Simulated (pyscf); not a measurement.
Structures and frequencies: ωB97X-D3(BJ)/def2-SVP in PySCF. Correlated levels are frozen-core, on RHF or UHF. ΔMP2 is the change of the MP2 total energy from the triple- to the quadruple-zeta basis.

### Question
For the elementary gas-phase step H₃C–CH₂–B(F)–F → F–BH–F + H₂C=CH₂ (singlet surface; B–C, C–H broken, B–H formed), what barrier and reaction energy does CCSD(T)/def2-TZVPP + ΔMP2(QZVPP) give, measured from the reactant's lowest minimum found?

### Answer
ΔE‡ = 260.0 kJ/mol, ΔE = +149.8 kJ/mol. Zero-point energy shifts the barrier by -7.2 kJ/mol. It is an elimination, with an imaginary mode of 724i cm⁻¹. At the saddle there is also a short B–C contact that neither side keeps. One saddle was located; it need not be the lowest between these sides. The CCSD(T) − MP2 part came from Ansatz, without density fitting, on the same reference.
